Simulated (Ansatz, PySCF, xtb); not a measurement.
Breaking a bond: Na2, singlet.

Methods: GFN1-xTB (xtb); RKS-PBE = restricted PBE/cc-pVTZ in Ansatz (an electronic-structure program); UCCSD(T) = CCSD(T) on UHF/cc-pVTZ, 2 core orbitals frozen (PySCF 2.14.0).

Energies relative to the lowest point of each curve near equilibrium, in kJ/mol:

```
R / Å  GFN1-xTB  RKS-PBE
-----  --------  -------
2.49       28.2     24.9
2.99        1.4      0.4
3.10        4.6      0.0
3.16        6.9      0.3
3.26       11.4      1.4
3.43       20.5      4.8
3.56       28.3      8.4
3.84       46.5     17.9
5.06      161.1     62.8
6.20      290.5     90.8
6.83      356.7    100.2
7.55      417.1    107.0
```

Question: Predict the corresponding UCCSD(T) column.

Answer: 2.49: 29.1; 2.99: 0.5; 3.10: 0.0; 3.16: 0.4; 3.26: 1.8; 3.43: 5.8; 3.56: 9.8; 3.84: 19.8; 5.06: 59.5; 6.20: 73.4; 6.83: 75.5; 7.55: 76.5 (kJ/mol).

The restricted form behind RKS-PBE keeps the bonding electrons paired and can't separate into open-shell fragments. The unrestricted determinant behind UCCSD(T) is spin-contaminated at 2.49 to 9.35 Å (<S²> up to 1.0, against 0.00 for a pure singlet).
